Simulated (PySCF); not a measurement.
# Computed properties of C2H, SMILES [C]#C

C2H, SMILES C#[C] (connectivity only; charge and spin as stated), charge +1, multiplicity 1. Coordinates come from a B3LYP-D3(BJ)/def2-TZVPD optimisation. The multiplicity is an assumed one; other spin states were not compared. The isomer is the one that the SMILES or the coordinates give; other isomers of the formula were not compared. Other conformers were not sampled. All values are computed for the isolated molecule unless a solvent is named; none is compared with measurement here.

**Structure.** The optimised structure has Cs symmetry. All 3 harmonic modes at B3LYP-D3(BJ)/def2-TZVPD (PySCF) are real, so it is a minimum.

**Vibrations.** The strongest infrared lines (harmonic, unscaled, degenerate partners summed) lie at 3139 cm⁻¹ (164 km/mol, H 91 %, C 9 %), 646 cm⁻¹ (156 km/mol, H 74 %, C 26 %), 1385 cm⁻¹ (78 km/mol, C 92 %). The softest mode is at 646 cm⁻¹ and the zero-point energy is 7.4 kcal/mol.

**Electronic structure.** CAM-B3LYP/def2-TZVPD (PySCF) places the frontier levels at -19.52 and -14.36 eV, a gap of 5.16 eV and a mean polarisability of 27.9 bohr³.

**Excitations.** TDA-CAM-B3LYP/def2-TZVPD (PySCF) has S1 at 1.12 eV (1105 nm, f = 0.009, weak); the most intense of the 10 singlets computed lies at 11.48 eV (f = 0.85).

**NMR.** GIAO shifts at B3LYP/pcSseg-2 (PySCF) (non-relativistic, atoms alike by connectivity averaged): ¹³C from -3779.3 to 3776.2 ppm against TMS; ¹H at -69.9 ppm against TMS.
